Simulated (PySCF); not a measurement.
Aluminium: a sound run and one with changed settings

Sound run: Al [Ne] 3s2 3p1, Al⁺ [Ne] 3s2. Calculation: PySCF 2.14, in def2-SVP (4s3p1d, 18 functions); the non-relativistic Hamiltonian (point nucleus). In the sound run the correlated levels freeze [Ne]. The sound run starts from symmetry-adapted Hartree-Fock orbitals and uses a fine grid where one is needed.

Changed run: all electrons correlated in a basis built for the valence shell.

| species | method | sound run (hartree) | changed run (hartree) | converged |
| --- | --- | --- | --- | --- |
| Al | MP2 | -241.81838 | -241.82592 | yes |
| Al | CCSD(T) | -241.83347 | -241.84099 | yes |
| Al⁺ | MP2 | -241.61054 | -241.61813 | yes |
| Al⁺ | CCSD(T) | -241.62326 | -241.63091 | yes |

Ionisation energy of Al:

| method | sound run (eV) | changed run (eV) |
| --- | --- | --- |
| UHF | 5.558 | 5.558 |
| MP2 | 5.656 | 5.654 |
| SCS-MP2 | 5.635 | 5.632 |
| CCSD | 5.704 | 5.702 |
| CCSD(T) | 5.720 | 5.717 |

A valence basis has no tight correlating functions, so it recovers only part of the core correlation, and not evenly between atom and ion.

For comparison, NIST gives 5.986 eV between the lowest levels.
